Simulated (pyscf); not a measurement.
## Four-centre exchange: Cl–C:–Cl [singlet] + hydrogen fluoride (HF) -> hydrogen chloride (HCl) + F–C:–Cl [singlet]

Gas phase, singlet surface, charge 0. Bonds broken: Cl1–C2, F4–H5. Bonds formed: Cl1–H5, C2–F4. PySCF, gas phase, ωB97X-D3(BJ)/def2-SVP geometries. MP2 and CC: frozen core, UHF for open shells. ΔMP2 is the change of the MP2 total energy from the triple- to the quadruple-zeta basis.

Transition state (Å):

```xyz
5

Cl    -0.4727     1.6459     0.1783
C      1.3292     0.7638    -0.6669
Cl     2.0420    -0.0894     0.6240
F      0.2140    -0.3426    -1.2008
H     -0.5253     0.3741    -0.6826
```

One imaginary mode, 1013i cm⁻¹; descent along it reached the two sides named, in the forms told below.

```
bond    change  reactant side (Å)  saddle  product side
------  ------  -----------------  ------  ------------
Cl1–C2  breaks              1.693   2.177           3.8
F4–H5   breaks              0.942   1.153           2.9
Cl1–H5   forms                3.1   1.537         1.284
C2–F4    forms                2.8   1.659         1.286
```

Electronic energies relative to the separated reactants (eV):

```csv
level,barrier,reaction energy,reverse barrier
ωB97X-D3(BJ)/def2-TZVP,1.38,-0.30,1.68
PBE/def2-TZVP,0.94,-0.21,1.16
r²SCAN/def2-TZVP,1.01,-0.26,1.27
B3LYP-D3(BJ)/def2-TZVP,1.24,-0.25,1.49
PBE0-D3(BJ)/def2-TZVP,1.21,-0.22,1.43
M06-2X/def2-TZVP,1.36,-0.26,1.62
ωB97M-D3(BJ)/def2-TZVP,1.34,-0.33,1.66
HF/def2-TZVP,2.26,-0.48,2.74
MP2/def2-QZVPP,1.46,-0.08,1.54
CCSD/def2-TZVPP,1.67,-0.26,1.93
CCSD(T)/def2-TZVPP,1.49,-0.22,1.71
CCSD(T)/def2-TZVPP + ΔMP2(QZVPP),1.51,-0.16,1.67
```

With CCSD(T)/def2-TZVPP + ΔMP2(QZVPP) energies and thermal terms (ideal gas, 1 atm, RRHO with modes under 100 cm⁻¹ raised to 100, one conformer, R ln 2 for rigid chiral ones), in eV:

```
T (K)   ΔH‡   ΔG‡     ΔH     ΔG
-----  ----  ----  -----  -----
298    1.41  1.82  -0.20  -0.22
600    1.41  2.24  -0.21  -0.24
900    1.42  2.65  -0.21  -0.26
1200   1.44  3.06  -0.21  -0.28
```

On the reactant side the descent ends in a bound adduct (not fully relaxed), 0.40 eV under the separated species and 1.78 eV under the saddle at ωB97X-D3(BJ)/def2-TZVP. One saddle was located; it need not be the lowest between these sides. The CCSD(T) − MP2 part came from Ansatz, without density fitting, on the same reference.
